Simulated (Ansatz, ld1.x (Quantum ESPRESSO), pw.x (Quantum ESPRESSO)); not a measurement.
**H (Z = 1): does the TM potential hold in the solid?**

| Property | Result |
| --- | --- |
| Element | hydrogen |
| Generator | ld1.x (Quantum ESPRESSO) 7.5 |
| Type | norm-conserving Troullier–Martins (Kleinman–Bylander form) |
| Functional | LDA (PW92) |
| Relativity | scalar-relativistic |
| Frozen core | none |
| Valence charge | 1 |
| Reference configuration | 1s1 |
| Partial waves | 2p channel at 0.45 Ry: rc 1.40 bohr; 1s (bound): rc 1.55 bohr |
| Local potential | the s channel |
| Core correction | none |

Atomic tests: cutoffs needed: 15 Ry and 25 Ry (the cutoffs (Ry, on a coarse ladder) from which the occupation-weighted sum of valence levels, in a spherical-Bessel basis at the reference potential, stays within 10 and 1 mRy of its value at 400 Ry); ghost test: no extra level below or beside the all-electron valence levels (p, s, d, f tested) (spherical-Bessel basis up to 400 Ry, 20 bohr box).

Crystal test: bcc H in pw.x 7.5, no spin, 18³ k-points, Fermi–Dirac smearing 0.01 Ry, cutoffs 35/140 Ry. The reference is all-electron LAPW (Ansatz 0.2.0) with the same functional, mesh and smearing; V0 and B0 come from Birch–Murnaghan fits to the pressures at five volumes. Errors are pseudo minus all-electron; Δ is the rms difference of the E(V) curves that follow from these fits, minima aligned, over ±6 % about the mean V0. Mesh and smearing are coarse, so the numbers serve the comparison and aren't converged zero-temperature values; the lattice is a test structure that the element need not adopt.

All-electron: a0 = 1.799 Å (V0 = 2.91 Å³/atom), B0 = 114.6 GPa.

Task: How far does the potential miss the all-electron equation of state?

Result: mean pressure error (GPa): +2.22; a0 (Å): 1.811; a0 error (%): +0.67; B0 error (%): -0.4; Δ (meV/atom): 1.5. The largest radius (1.55 bohr) exceeds half the bond length (1.48 bohr), so the spheres overlap, which is one possible source of error among others. This is a poor potential for the solid.

```
V (Å³/atom)  P all-electron (GPa)  P pseudo (GPa)
      2.825                  3.54            6.12
      2.900                  0.40            2.78
      2.974                 -2.42           -0.22
      3.048                 -4.95           -2.91
      3.123                 -7.22           -5.32
```

Task: At the middle volume, how do free energy and pressure move when the wave cutoff is lowered (ecutrho kept at four times it)?

Result:

```csv
cutoff (Ry),shift of F (meV/atom),shift of P (GPa)
16,+95.8,-12.45
21,+25.9,-5.43
28,+2.1,-0.81
```

The run at the middle volume (195 k-points, 3 iterations) took about 1.6 s on one core of a shared host (Intel(R) Xeon(R) Platinum 8559C, 192 threads, 1488 GiB, load 82).
